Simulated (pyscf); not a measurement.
A first-order saddle from PySCF, ωB97X-D3(BJ)/def2-SVP:

```xyz
11

As    -3.1886    -2.0110     0.7559
In    -2.3382     0.2534    -0.2158
H     -1.7546    -2.3092     1.1756
H     -2.9901    -2.6445    -0.6150
H     -1.6062     1.5337    -1.4697
H     -1.0846     1.5061     0.6537
Si     0.4661     1.6146    -0.1151
H     -0.7420     2.0946    -1.2323
H      1.5322     2.3364    -0.9062
H      0.3983     0.1751    -0.5805
H      1.0847     1.6261     1.2559
```

Surface: singlet, charge 0. Lowest wavenumbers (cm⁻¹): 1331i, 32, 54, 110, 130.

**Question.** Which two sides does it connect, and which bonds change?

**Answer.** H₂As–InH₂ (SMILES [AsH2][InH2]) + SiH₄ (SMILES [SiH4]) <-> H₂As–In (SMILES [AsH2][In]) [singlet] + H₂ (SMILES [H][H]) + SiH₄ (SMILES [SiH4]), a multi-bond step read from left to right: H–In, H–In, H–Si broken and H–H, H–Si formed. At ωB97M-D3(BJ)/def2-TZVP it lies +2.08 eV from the left side and +2.10 eV from the right (each side as separated species at their lowest minima found). On the reactant side the descent ends in a complex (not fully relaxed), 0.24 eV under the separated species and 2.26 eV under the saddle at ωB97X-D3(BJ)/def2-TZVP. On the product side the descent ends in a complex (not fully relaxed), 0.32 eV under the separated species and 2.32 eV under the saddle at ωB97X-D3(BJ)/def2-TZVP. One saddle was located; it need not be the lowest between these sides. Elements up to Kr have no core potential and no relativistic terms here. Elements past Kr carry the def2 core potentials, without spin-orbit coupling.
